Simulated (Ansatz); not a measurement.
# SiClF: basis-set convergence

Aim: see how fast density functionals and correlated methods converge with the basis set for SiClF.

Method: one geometry, several basis sets; program: Ansatz 0.2.0, Gaussian basis.

Levels to be run: PBE0-D4/def2-SVP; ωB97M-V/def2-SVP; PBE0-D4/def2-QZVPP; ωB97M-V/def2-QZVPP; CCSD(T)/cc-pV(D+d)Z; CCSD(T)/cc-pV(T+d)Z; CCSD(T)/cc-pV(Q+d)Z; the functionals' def2-TZVPP values are taken from earlier runs.

## (1) Structure used throughout

All runs share one geometry, relaxed beforehand with PBE0-D4 in a triple-zeta def2 set.

3 atoms, charge 0, spin multiplicity 1.

Atoms are counted from 1 here; the program's logs count them from 0.

Bond lengths: F1–Si2 1.603 Å, Si2–Cl3 2.080 Å. Angles: F1–Si2–Cl3 100.6°.

## (2) PBE0-D4 in def2-SVP

File in.yaml:

```yaml
crystal:
  periodic: [false, false, false]
  atoms:
    - {symbol: F, position_ang: [0.627695, -1.227554, 0.202238]}
    - {symbol: Si, position_ang: [-0.607876, -0.382270, -0.371096]}
    - {symbol: Cl, position_ang: [-0.030820, 1.545023, 0.155558]}
basis:
  gaussian: {orbitals: def2-SVP}
hamiltonian: {xc: pbe0, dispersion: d4}
output: {orbitals: {seedname: orbitals}}
```

Command:

```sh
$ ansatz run in.yaml --threads 2 --pin off --events-out ev --progress --plain --max-ram 22528MiB --backend cpu
```

The runs that follow: ωB97M-V in def2-SVP; PBE0-D4 in def2-QZVPP; ωB97M-V in def2-QZVPP; CCSD(T) in cc-pV(D+d)Z; CCSD(T) in cc-pV(T+d)Z; CCSD(T) in cc-pV(Q+d)Z.

Q: Predict the results of all the runs planned. Wanted: MP2 correlation recovered, cc-pV(D+d)Z; MP2 correlation recovered, cc-pV(T+d)Z; MP2 correlation recovered, cc-pV(Q+d)Z; CCSD(T) limit from def2 sets; PBE0-D4: double and triple zeta above quadruple; ωB97M-V: double and triple zeta above quadruple.

The runs gave:

| quantity | value |
| --- | --- |
| MP2 correlation recovered, cc-pV(D+d)Z | 64.4 % |
| MP2 correlation recovered, cc-pV(T+d)Z | 85.9 % |
| MP2 correlation recovered, cc-pV(Q+d)Z | 94.2 % |
| CCSD(T) limit from def2 sets (earlier runs) less the limit of this series | -78 meV |
| PBE0-D4: double and triple zeta above quadruple | 11.52, 0.80 eV |
| ωB97M-V: double and triple zeta above quadruple | 11.49, 0.75 eV |

What this shows: For PBE0-D4 the step from double to triple zeta gains 10.72 eV and the next only 0.80 eV. Correlation climbs from 64 % (cc-pV(D+d)Z) to 94 % (cc-pV(Q+d)Z) of the limit; Hartree-Fock is 0.136 eV from its own by then. A limit from the def2 sets, made apart, differs by 78 meV, a least measure of the doubt on such a limit. These are total energies; as a rule much of such shifts cancels in differences, which this series doesn't test.
